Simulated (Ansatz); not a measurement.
C2H2Cl2F2 (1,1-dichloro-2,2-difluoroethane): entropy by statistical mechanics

A singlet with charge 0, relaxed at PBE0-D4/def2-TZVP (Ansatz 0.2.0):

```xyz
8

F     0.4084   -1.1373    1.3148
C     0.6729   -0.3115    0.2823
F     1.2866   -1.0402   -0.6718
C    -0.6397    0.2306   -0.2715
Cl   -0.3096    1.2484   -1.6699
Cl   -1.4870    1.1174    0.9917
H     1.3409    0.4875    0.6167
H    -1.2725   -0.5950   -0.5922
```

Harmonic wavenumbers in cm⁻¹: 77, 180, 249, 342, 400, 401, 581, 809, 836, 1081, 1141, 1146, 1228, 1256, 1366, 1410, 3103, 3148.

Masses in u: F 18.998, C 12.011, Cl 35.45, H 1.008. Take T = 298.15 K, p = 1 bar, R = 8.3145 J/(mol K), kT/hc = 207.22 cm⁻¹, rigid rotor and harmonic oscillator.

Question: Compute the standard molar entropy.

Answer: 
1. Translation (Sackur–Tetrode): S = R[3/2 ln M + 5/2 ln T − 1.1517] with M = 134.934 gives 170.0 J/(mol K).
2. Rotation: principal moments 202.847, 238.753, 426.597 u Å² give A, B, C = 0.0831, 0.0706, 0.0395 cm⁻¹; the symmetry number is σ = 1; q = (√π/σ)√((kT/hc)³/ABC) = 347313; S = R(ln q + 3/2) = 118.5.
3. Vibration: with u = ν̃/207.22, each mode gives R[u/(eᵘ − 1) − ln(1 − e⁻ᵘ)]; the sum is 51.5, most from 77 cm⁻¹ (16.6), 180 cm⁻¹ (9.7), 249 cm⁻¹ (7.3).
4. Electronic: R ln 1 = 0.0, from the spin multiplicity alone.
5. Sum: 170.0 + 118.5 + 51.5 + 0.0 = 340.0 J/(mol K).

No measured value is set beside it here. Where a soft mode is a torsion, a harmonic oscillator describes it poorly.
